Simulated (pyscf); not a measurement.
PySCF, gas phase, ωB97X-D3(BJ)/def2-SVP geometries.

SMILES: C=[CH][ReH]([F])([F])([F])([F])[F]
```xyz
12

C     -0.2245     1.3008     1.8894
C     -1.1889     0.6396     1.2728
Re    -0.9784    -0.1504    -0.7145
F     -1.8995    -1.5074     0.2116
F     -2.7172     0.4971    -0.7240
F      0.0710     1.3593    -0.9198
F      0.6453    -0.6854     0.0603
F     -1.2198     0.1379    -2.5463
H      0.7556     1.4705     1.4330
H     -0.3949     1.6999     2.8962
H     -2.1887     0.4317     1.6643
H     -0.5556    -1.6140    -1.2586
```
Charge 0, spin multiplicity 1.

Q: What is the homolytic dissociation enthalpy (298 K, ωB97M-D3(BJ)/def2-TZVP) of the H–Re bond of H₂C=CH–ReH(F)(F)(F)(F)–F, to [H₂C=CH–Re(F)(F)(F)(F)–F]• + H•?

A: H–Re to [H₂C=CH–Re(F)(F)(F)(F)–F]• + H•: 65.1 kJ/mol. The 7 functionals that were run give +50.2 (M06-2X) to +91.9 kJ/mol (PBE). The radicals are drawn with the spin at the cut bond; how far it spreads was not checked. H₂C=CH–ReH(F)(F)(F)(F)–F may be a fragile minimum: a first optimisation, from another start, lost the drawn bonds. Other isomers of [H₂C=CH–Re(F)(F)(F)(F)–F]• were not searched in full and may lie lower. Open-shell species with a d-block atom are single-reference here; other states, and whether the spin sits on metal or ligand, were not checked. Elements past Kr carry the def2 core potentials, without spin-orbit coupling.
